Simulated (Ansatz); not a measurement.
**C4H7FO: a ladder of functionals and wavefunction methods**

The task here is to estimate one member of a computed series from the others.

Method: functionals in def2-TZVPP, the program's frozen cores in correlated methods; program: Ansatz 0.2.0, Gaussian basis.

Plan: LDA (SPW92), PBE-D4, revPBE-D4, BLYP-D4, r2SCAN-D4, B97M-V, PBE0-D4, B3LYP-D4, r2SCANh-D4, r2SCAN0-D4, HSE06-D4, BHLYP-D4, CAM-B3LYP-D4, LC-ωPBE, ωB97X-V, ωB97M-V, B2PLYP, PBE-QIDH; CCSD(T)/def2-SVP; CCSD(T)/def2-TZVPP; MP2/def2-QZVPP; extrapolation to the limit; RPA on PBE.

## Structure used throughout

An earlier PBE0-D4 in a triple-zeta def2 set relaxation fixed the geometry.

SMILES `CC/C(O)=C/F`, 13 atoms, charge 0, spin multiplicity 1.

Atoms are counted from 1 here; the program's logs count them from 0.

Bond lengths: C1–C2 1.524 Å, C1–H7 1.092 Å, C1–H8 1.091 Å, C1–H9 1.092 Å, C2–C3 1.487 Å, C2–H10 1.093 Å, C2–H11 1.096 Å, C3–O4 1.355 Å, C3–C5 1.328 Å, O4–H12 0.964 Å, C5–F6 1.356 Å, C5–H13 1.079 Å. Angles: C2–C1–H7 110.6°, C2–C1–H8 110.9°, C2–C1–H9 110.8°, H7–C1–H8 108.2°, H7–C1–H9 108.2°, H8–C1–H9 108.0°, C1–C2–C3 112.9°, C1–C2–H10 110.5°, C1–C2–H11 109.6°, C3–C2–H10 108.5°, C3–C2–H11 108.2°, H10–C2–H11 106.9°, C2–C3–O4 114.1°, C2–C3–C5 123.4°, O4–C3–C5 122.5°, C3–O4–H12 108.5°, C3–C5–F6 119.5°, C3–C5–H13 126.2° and more.

Coordinates:

```xyz
13
charge 0, multiplicity 1
C    -0.66566   -1.22413    1.07270
C     0.51607   -0.69906    0.26596
C     0.15620    0.45120   -0.60417
O    -0.76981    0.16064   -1.54989
C     0.68314    1.66238   -0.46887
F     0.29135    2.65749   -1.30202
H    -0.36902   -2.08697    1.67236
H    -1.47991   -1.53109    0.41482
H    -1.04779   -0.45498    1.74762
H     1.32658   -0.39060    0.93073
H     0.91206   -1.49862   -0.37035
H    -0.95429    0.96124   -2.05424
H     1.42157    1.95771    0.26004
```

The first run:

Contents of in.yaml:

```yaml
crystal:
  periodic: [false, false, false]
  atoms:
    - {symbol: C, position_ang: [-0.665657, -1.224128, 1.072703]}
    - {symbol: C, position_ang: [0.516074, -0.699056, 0.265959]}
    - {symbol: C, position_ang: [0.156204, 0.451199, -0.604166]}
    - {symbol: O, position_ang: [-0.769812, 0.160635, -1.549894]}
    - {symbol: C, position_ang: [0.683140, 1.662382, -0.468867]}
    - {symbol: F, position_ang: [0.291354, 2.657491, -1.302023]}
    - {symbol: H, position_ang: [-0.369025, -2.086966, 1.672362]}
    - {symbol: H, position_ang: [-1.479907, -1.531090, 0.414824]}
    - {symbol: H, position_ang: [-1.047790, -0.454985, 1.747625]}
    - {symbol: H, position_ang: [1.326578, -0.390605, 0.930727]}
    - {symbol: H, position_ang: [0.912057, -1.498619, -0.370349]}
    - {symbol: H, position_ang: [-0.954286, 0.961236, -2.054243]}
    - {symbol: H, position_ang: [1.421571, 1.957705, 0.260041]}
basis:
  gaussian: {orbitals: def2-TZVPP}
hamiltonian: {xc: lda}
output: {orbitals: {seedname: orbitals}}
```

Steps of the session up to this table: LDA; PBE-D4 (GGA); revPBE-D4 (GGA); BLYP-D4 (GGA); r2SCAN-D4 (meta-GGA); B97M-V (meta-GGA); PBE0-D4 (hybrid); B3LYP-D4 (hybrid); r2SCANh-D4 (hybrid); r2SCAN0-D4 (hybrid); HSE06-D4 (hybrid); BHLYP-D4 (hybrid); CAM-B3LYP-D4 (range-separated); LC-ωPBE (range-separated); ωB97X-V (range-separated); ωB97M-V (range-separated); B2PLYP (double hybrid); PBE-QIDH (double hybrid).

One table of the session follows, with a row left open; its other results are not shown here.

It belongs to the step «Orbital energies across the functionals». 

```
  functional  HOMO (eV)  LUMO (eV)  gap (eV)
 LDA (SPW92)      -5.42      -0.26      5.16
      PBE-D4      -5.21      -0.03      5.18
   revPBE-D4      -5.13       0.07      5.20
     BLYP-D4      -5.11       0.02      5.13
   r2SCAN-D4      -5.43       0.27      5.70
      B97M-V      -5.51       0.23      5.74
     PBE0-D4      -6.49       0.92      7.41
    B3LYP-D4      -6.29       0.60      6.90
  r2SCANh-D4      -5.91       0.63      6.54
  r2SCAN0-D4      -6.64       1.15      7.79
    HSE06-D4      -6.08       0.55      6.63
    BHLYP-D4      -7.67       1.67      9.33
CAM-B3LYP-D4          ?          ?         ?
     LC-ωPBE      -9.20       3.12     12.31
     ωB97X-V      -8.83       2.93     11.77
     ωB97M-V      -8.75       2.52     11.27
```

Estimate the missing values for CAM-B3LYP-D4.

As computed: HOMO (eV): -7.88; LUMO (eV): 1.80; gap (eV): 9.68. In the column «HOMO (eV)» it lies between ωB97M-V (-8.75) and BHLYP-D4 (-7.67).
